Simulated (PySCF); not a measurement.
These 3 structures share the formula C2H5O (doublet state). Level of theory: PBE0-D3(BJ)/def2-SVP geometry optimisation, gas phase in PySCF. One conformer each; no zero-point energy, no entropy. No frequencies were run at this level. Point groups hold within 0.08 Å. The open-shell SCF solutions weren't tested for stability.

Problem. Rank from lowest to highest electronic energy at this level (kJ/mol).
A. `CC[O]` [radical]
B. `[CH2:1][CH2:2][OH:3]` (doublet state) with H–C1–C2–O3 -34° and 158°, C1–C2–O3–H -56°
C. `[CH3:1][CH:2][OH:3]` (doublet state) with C1–C2–O3–H -27°

Solution. C (0.0), A (35.4), B (38.9).

Neighbours under 21 kJ/mol apart (CC[O] and [CH2]CO) can change places with a better method, another conformer or zero-point energy. All arise from one parent by loss of a hydrogen atom (C[CH]O: H removed from sp3 C; CC[O]: H removed from O; [CH2]CO: H removed from sp3 C), so the differences are those of the electronic X–H dissociation energies at this level.

```csv
SMILES,E (Eh),E rel (kJ/mol),dipole (D),point group,"A, B, C (MHz)",⟨S²⟩
C[CH]O,-154.09156,0.0,1.60,–,"44554, 9497, 8301",0.754
CC[O],-154.07808,35.4,1.99,Cs,"40045, 9614, 8570",0.754
[CH2]CO,-154.07675,38.9,1.46,–,"39025, 9974, 8631",0.755
```
